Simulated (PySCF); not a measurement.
# C2HF: the cost of one run

Computed with PySCF 2.14.0 and routines of our own; the level stands in each step. Atoms count from 0.

### Step 1. The system as given

4 atoms, charge 0, multiplicity 1; geometry from: GFN2-xTB.

### Step 2. Optimising the geometry at PBE0-D3(BJ)/def2-SVP

The job: settings as JSON, then the geometry in Å.

```
{"job": {"xc": "PBE0", "basis": "def2-SVP", "d3": "d3bj", "grid": 1, "kind": "geom"}, "charge": 0, "multiplicity": 1}
C     -0.623710     0.024568    -0.031240
C      0.515926    -0.018435    -0.379648
F      1.742514    -0.066542    -0.754104
H     -1.624497     0.065182     0.270498
```

The run is started by

```console
$ OMP_NUM_THREADS=1 python excited_run.py task.json out
```

The driver reads the jobs from task.json and runs them one after another.

**Question.** How long does this run take on 1 thread of Arm Neoverse V2, shared host?

About 2.1 s.
